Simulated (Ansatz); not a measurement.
This geometry of CH$_{3}$OSi (6 atoms, charge 1, multiplicity 1) is a first-order saddle point.

The calculation used Ansatz 0.2.0, RKS B3LYP-D4/def2-SVP.

```xyz
6
Properties=species:S:1:pos:R:3
C -0.892 -0.731 -0.853
Si 0.083 0.503 -0.107
O 0.720 0.165 1.311
H -1.679 -1.407 -1.201
H 0.279 1.769 -0.824
H 1.489 -0.299 1.674
```

(1) Which two structures does it join? (They come from a converged band through this point; their orientation in space is the band's.)

(2) How far does it lie above each of them?

Results:

(1) No bond is made or broken. The dihedral H5–Si2–O3–H6 goes from -13 to 179°.

Initial state:

```xyz
6
Properties=species:S:1:pos:R:3
C -0.863 -0.701 -1.037
Si 0.077 0.392 -0.036
O 0.706 -0.251 1.283
H -1.782 -1.170 -1.406
H 0.385 1.712 -0.609
H 1.478 0.018 1.805
```

Final state:

```xyz
6
Properties=species:S:1:pos:R:3
C -0.915 -0.721 -0.781
Si 0.123 0.517 -0.129
O 1.105 0.272 1.107
H -1.735 -1.386 -1.067
H 0.201 1.792 -0.846
H 1.222 -0.474 1.716
```

(2) 0.047 eV above the first and 0.070 eV above the second. This is the barrier of this one path; another mechanism may lie lower. Limits of this set-up: the dipole of an ion depends on the origin.

Time of the run: 2.3 min on 1 thread of Intel(R) Xeon(R) Platinum 8259CL CPU @ 2.50GHz (Skylake/Cascade Lake), with other jobs on the host, peak memory 0.13 GiB.
